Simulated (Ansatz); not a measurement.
**PO+ (quintet): wave-function methods side by side, def2-TZVPP**

An exercise on one series of results from a longer session: the logs are not shown, and one member is left open.

Computed with Ansatz 0.2.0, Gaussian basis. Level: def2-TZVPP, core rule «outside noble gas», up to 6 orbitals frozen.

Plan: UHF; ROHF; CCSD(T) on UHF.

### The system

The geometry is a PBE0/def2-TZVP stationary point (not a proven minimum) of the parent state, kept for this charge and spin.

2 atoms, charge 1, spin multiplicity 5.

Atoms are counted from 1 here; the program's logs count them from 0.

Bond lengths: O1–P2 1.719 Å.

Geometry (Å):

```csv
atom,x (Å),y (Å),z (Å)
O1,0.0000,0.0000,0.0000
P2,0.0000,0.0000,1.7189
```

The first run:

File in.yaml:

```yaml
crystal:
  periodic: [false, false, false]
  atoms:
    - {symbol: O, position_ang: [0.000000, 0.000000, 0.000000]}
    - {symbol: P, position_ang: [0.000000, 0.000000, 1.718900]}
basis:
  gaussian: {orbitals: def2-TZVPP}
total_charge: 1
magnetization: {spin_polarized: true, initial_magnetization: 4}
hamiltonian: {xc: hf}
output: {orbitals: {seedname: orbitals}}
```

Command:

```sh
$ ansatz run in.yaml --threads 1 --pin off --events-out ev --progress --plain --max-ram 4096MiB --backend cpu
```

Steps of the session up to this table: UHF; ROHF; CCSD(T) on UHF.

One of the session's tables, all rows but one given; the rest of the session is left out.

It belongs to the step «Misses and costs». 

```
  method  from UCCSD(T) (meV)
    ROHF                    ?
     UHF              +6909.9
    UMP2              +1201.1
   UCCSD               +192.1
UCCSD(T)                    0
```

Estimate the missing values for ROHF.

As computed: from UCCSD(T) (meV): +7357.1. In the column «from UCCSD(T) (meV)» it is the highest.
